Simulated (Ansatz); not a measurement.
A made-up structure of CH$_{3}$MgO (charge -1), closed shell:

```
6
angstrom
C -0.5163 -0.0394 -0.1686
O 0.7712 0.0584 0.2498
Mg 2.5351 0.1935 0.8280
H -0.7651 0.6718 -0.9840
H 0.9573 -0.1365 1.1816
H -1.2532 0.1613 0.6372
```

It is relaxed with PBE-D4/def2-SVPD and then PBE0-D4/def2-TZVPD (Ansatz 0.2.0). Atoms count as bonded within 1.22 times the sum of their covalent radii (H–H: 0.88 Å). The end point is not checked to be a true minimum.

Problem. Does its bonding change? (A judgement: the text doesn't fix the answer.)

Solution. By the calculation: Yes. Formed: C1–Mg3; broken: O2–Mg3, Mg3–H5.

Where it ends: The first stage lowers the energy by 2.24 eV in 20 steps. It ends as CH₃MgO ([OH][CH2][Mg]), total charge -1:
```
6
angstrom
C 0.2485 0.0448 0.0517
O 0.4687 0.6310 1.3659
Mg 2.0697 -0.8894 -0.8422
H -0.1415 0.8261 -0.6330
H -0.3569 1.0089 1.6783
H -0.5595 -0.7123 0.1233
```

Labels in which every atom is bracketed show which atoms are joined, not bond orders.

For scale, one of the runs: PBE0-D4/def2-TZVPD relaxation, 139 basis functions, launched by `ansatz run in.yaml --threads 2 --pin off --events-out ev --progress --plain --max-ram 4352MiB`. The run took about 13 s on 2 CPU threads of an Arm Neoverse V2 (shared host).
